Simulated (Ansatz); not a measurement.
Two isomers of C3H6FN: A = `C=C(F)NC`, B = `CC(F)C=N`.

Isolated molecules relaxed with PBE0-D4/def2-TZVP in Ansatz; ΔE leaves out vibrations. CCSD(T)/CBS is the MP2 limit (def2-TZVPP, def2-QZVPP) plus CCSD(T) − MP2 in def2-TZVPP, frozen cores. DFT in def2-TZVPP. Each species was taken in one conformer, which may not be the lowest.

Problem. Which isomer does CCSD(T)/CBS put lower? Give the gap. (Estimate.)

Solution. The calculation gave: B, by 7.5 kcal/mol.

Problem. Give E(B) − E(A) in kcal/mol with HF/def2-TZVPP, MP2/def2-TZVPP, r2SCAN-D4, ωB97M-V, CCSD/def2-TZVPP, PBE0-D4, CCSD(T)/def2-TZVPP. (An estimate is asked.)

Solution. Ansatz gave: HF/def2-TZVPP -7.0, MP2/def2-TZVPP -6.7, r2SCAN-D4 -4.2, ωB97M-V -5.8, CCSD/def2-TZVPP -7.9, PBE0-D4 -4.2, CCSD(T)/def2-TZVPP -7.9. None reverses the order clearly.

Largest T1 diagnostic: 0.011.
